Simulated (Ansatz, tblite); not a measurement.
Cost and result up the ladder for NaF₂⁻ (the lowest singlet isomer of a short search) (3 atoms). Total charge -1; singlet. Geometry: r2SCAN-D4/def2-TZVPD.

Cartesian coordinates in Å:
```
Na 0.000 0.000 0.000
F 1.074 1.699 -0.376
F -1.074 -1.699 0.376
```

Ansatz on 4 threads of Intel Xeon 6975P-C on a shared host; xTB runs through tblite on one thread. Times are rough, summed over both states, and most runs start from the orbitals of an earlier one. CCSD(T)/def2-TZVPPD serves as the yardstick here, not as an exact answer. Differences are given only for rows in sets of like size (and for xTB, whose basis is part of the method), since another set adds its own error. The other state is a quintet at its own geometry, which has other bonds, so the gap mixes isomer and spin.

The xTB rows come from tblite. HSE06 is defined as in plane-wave codes, on full-range PBE exchange. Correlated methods freeze 3 core orbitals; core or outer-core shells of Na are correlated, in sets that lack core-valence functions. In the quintet geometry the species has come apart into loosely held pieces. At PBE0-D4/def2-TZVPD a singlet of charge -1 lies 10.67 eV below the quintet, each at its own geometry. The structure comes from a short search, and lower isomers may exist.

Run but left out: GFN2-xTB (tight binding far off the other levels).

Correlated methods converge slowly with the basis.

xTB has no spin-polarisation term.

```tsv
level	functions	wall time	quintet − singlet (eV)	difference from CCSD(T)/def2-TZVPPD (eV)	remarks
GFN1-xTB	12	0.002 s	16.89	5.88	–
HF/STO-3G	19	0.15 s	19.82	–	HOMO above zero (quintet), HOMO above zero (singlet)
HSE06-D4/def2-TZVPD	115	2 s	10.66	-0.35	HOMO above zero (quintet)
r2SCAN-D4/def2-TZVPD	115	2.5 s	10.97	-0.04	HOMO above zero (quintet)
r2SCAN0-D4/def2-TZVPD	115	2.9 s	10.48	-0.52	HOMO above zero (quintet)
CCSD(T)/def2-TZVPPD	115	8.2 s	11.01	0.00	HOMO above zero (quintet)
```
